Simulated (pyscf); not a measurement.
## Concerted two-bond exchange: H₂B–NH–NH₂ → H₂N–BH–NH₂

Gas phase, singlet surface, charge 0. Bonds broken: N1–N2, B3–H7. Bonds formed: N1–B3, N2–H7. PySCF, gas phase, ωB97X-D3(BJ)/def2-SVP geometries. MP2 and CC: frozen core, UHF for open shells. ΔMP2 is the change of the MP2 total energy from the triple- to the quadruple-zeta basis.

Transition state (Å):

```xyz
8

N     -1.8057    -0.1247     0.2335
N     -0.0047     0.5569    -0.1204
B     -0.3017    -0.2805    -1.0717
H     -2.5883     0.5349     0.1778
H     -1.9456    -0.7038     1.0675
H      0.4678     1.2266     0.4695
H      1.1241     0.3406    -1.2393
H     -0.5440    -1.0461    -1.9619
```

One imaginary mode, 1436i cm⁻¹; descent along it reached the two sides named, in the forms told below.

```
bond   change  reactant side (Å)  saddle  product side
-----  ------  -----------------  ------  ------------
N1–N2  breaks              1.406   1.958         2.491
B3–H7  breaks              1.212   1.564         2.122
N1–B3   forms              2.469   1.997         1.419
N2–H7   forms              2.224   1.604         1.010
```

Electronic energies relative to the reactant's lowest minimum found (eV):

| level | barrier | reaction energy | reverse barrier |
|---|---|---|---|
| ωB97X-D3(BJ)/def2-TZVP | 5.18 | -2.61 | 7.80 |
| PBE/def2-TZVP | 4.17 | -2.58 | 6.75 |
| r²SCAN/def2-TZVP | 4.44 | -2.71 | 7.15 |
| B3LYP-D3(BJ)/def2-TZVP | 4.62 | -2.65 | 7.26 |
| PBE0-D3(BJ)/def2-TZVP | 4.80 | -2.64 | 7.45 |
| M06-2X/def2-TZVP | 5.05 | -2.69 | 7.74 |
| ωB97M-D3(BJ)/def2-TZVP | 4.95 | -2.67 | 7.62 |
| HF/def2-TZVP | 6.14 | -2.73 | 8.87 |
| MP2/def2-QZVPP | 4.80 | -2.81 | 7.61 |
| CCSD/def2-TZVPP | 5.11 | -2.69 | 7.80 |
| CCSD(T)/def2-TZVPP | 4.74 | -2.67 | 7.41 |
| CCSD(T)/def2-TZVPP + ΔMP2(QZVPP) | 4.70 | -2.70 | 7.40 |

With CCSD(T)/def2-TZVPP + ΔMP2(QZVPP) energies and thermal terms (ideal gas, 1 atm, RRHO with modes under 100 cm⁻¹ raised to 100, one conformer, R ln 2 for chiral ones without a mode under 150 cm⁻¹), in eV:

| T (K) | ΔH‡ | ΔG‡ | ΔH | ΔG |
|---|---|---|---|---|
| 298 | 4.41 | 4.38 | -2.68 | -2.66 |
| 600 | 4.45 | 4.33 | -2.66 | -2.65 |
| 900 | 4.48 | 4.26 | -2.65 | -2.64 |
| 1200 | 4.48 | 4.19 | -2.65 | -2.64 |

On the reactant side the descent ends in a point that may be a rotor saddle (no frequency run), 0.06 eV over the lowest minimum found and 5.13 eV under the saddle at ωB97X-D3(BJ)/def2-TZVP. The same reactants have a lower exit, to [H₂B–NH]• + NH₂• (no saddle counted: cutting one bond costs +3.57 eV at ωB97M-D3(BJ)/def2-TZVP, against +4.95 eV here). One saddle was located; it need not be the lowest between these sides. A restricted solution here is unstable towards spin polarisation, so biradical character is likely and single-reference numbers are less safe. The CCSD(T) − MP2 part came from Ansatz, without density fitting, on the same reference. The largest closed-shell T1 diagnostic is 0.030, which may signal static correlation.
